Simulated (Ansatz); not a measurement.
We consider chalcopyrite ZnSnAs2, described by PBE0+SOC (PAW; Ansatz, an electronic-structure program).

Run with plane-wave cutoff 460 eV, 6×6×6 k mesh, Fermi–Dirac smearing 0.01 eV, PAW data made under PBE.

Cell (measured lattice):

```cif
data_As8Sn4Zn4
_chemical_formula_sum 'Zn4 Sn4 As8'
_space_group_name_H-M_alt 'I-42d'
_space_group_IT_number 122
_space_group_name_Hall 'I -4 2bw'
_cell_length_a 5.85000
_cell_length_b 5.85000
_cell_length_c 11.70000
_cell_angle_alpha 90.000
_cell_angle_beta 90.000
_cell_angle_gamma 90.000
loop_
_atom_site_label
_atom_site_type_symbol
_atom_site_symmetry_multiplicity
_atom_site_Wyckoff_symbol
_atom_site_fract_x
_atom_site_fract_y
_atom_site_fract_z
_atom_site_occupancy
Zn1 Zn 4 a 0.00000 0.00000 0.00000 1
Sn1 Sn 4 b 0.00000 0.00000 0.50000 1
As1 As 8 d 0.22439 0.25000 0.12500 1
```
(The calculation used a cell of 8 atoms; values per cell refer to that cell.)

Q: What does this level give for the band gap?

A: 
band gap: 1.11 eV (on the SCF k mesh) (direct)

Measured, for comparison: band gap 0.75 eV (temperature not stated, not corrected to a static lattice, direct or pseudo-direct at Γ, our sources range from 0.65 to 0.75; as tabulated in Ghosh et al. (2024), arXiv:2401.16805). Computed (rounded) less measured: band gap +0.36 eV (+0.36 eV to +0.46 eV over the range).

Note: cell and atoms aren't relaxed at this level (pressure 0.8 GPa).

The computed numbers hold no vibrational or temperature effects.

Computing time: about 4 core-hours (a rough figure).
